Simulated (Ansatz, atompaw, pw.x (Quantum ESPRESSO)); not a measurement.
**silicon (Si) (diamond): variants of one PAW (atompaw) potential in the solid**

```json
{
  "Element": "Si",
  "Generator": "atompaw 4.2.0.5",
  "Type": "PAW",
  "Functional": "LDA (PW92)",
  "Relativity": "scalar-relativistic",
  "Frozen core": "[Ne]",
  "Valence charge": "4",
  "Reference configuration": "3s2 3p2",
  "Partial waves": "3s (bound): rc 1.75 bohr; 3s channel at -0.4 Ry: rc 1.85 bohr; 3p (bound): rc 1.80 bohr; 3p channel at 0.5 Ry: rc 1.80 bohr; 3d channel at 0.5 Ry: rc 1.85 bohr",
  "Local potential": "bessel scheme, radius 1.65 bohr",
  "Core correction": "smooth core density matched at 1.60 bohr",
  "Augmentation charge": "sinc compensation charge, radius 1.50 bohr; PAW radius 1.85 bohr; waves and projectors: custom rrkj gramschmidtortho"
}
```

Crystal test: diamond Si in pw.x 7.5, no spin, 9³ k-points, Fermi–Dirac smearing 0.01 Ry, cutoffs set for each file from its atomic test. The reference is all-electron LAPW (Ansatz 0.2.0) with the same functional, mesh and smearing; V0 and B0 come from Birch–Murnaghan fits to the pressures at five volumes. Errors are pseudo minus all-electron; Δ is the rms difference of the E(V) curves that follow from these fits, minima aligned, over ±6 % about the mean V0. Mesh and smearing are coarse, so the numbers serve the comparison and aren't converged zero-temperature values; the lattice is a test structure that the element need not adopt.

All-electron: a0 = 5.400 Å (V0 = 19.69 Å³/atom), B0 = 96.2 GPa.

1 further variants are left out: they gave no file fit for a test, a broken result, the same result as the base, or pressures whose basis-set error rivals the error shown.

```tsv
change	cutoffs (Ry)	pw.x	a0 (Å)	a0 error (%)	B0 error (%)	Δ (meV/atom)	mean pressure error (GPa)
base	40/400	converged	5.405	+0.08	+0.3	1.0	+0.24
wave 3d channel at 0.5 Ry: rc 1.85 bohr becomes 3d channel at 0.5 Ry: rc 1.46 bohr	40/400	converged	5.404	+0.07	+0.4	0.8	+0.19
augmentation sinc compensation charge, radius 1.50 bohr; PAW radius 1.85 bohr; waves and projectors: custom polynom2 7 10 vanderbiltortho	40/400	converged	5.407	+0.13	+0.2	1.6	+0.38
wave 3p (bound): rc 1.80 bohr becomes 3p (bound): rc 1.68 bohr	40/400	converged	5.404	+0.07	+0.4	0.9	+0.21
```

Task: Give the row for: local potential bessel scheme, radius 1.08 bohr.

Result: pw.x: converged; mean pressure error (GPa): +0.17; a0 (Å): 5.404; a0 error (%): +0.06; B0 error (%): +0.4; Δ (meV/atom): 0.7.
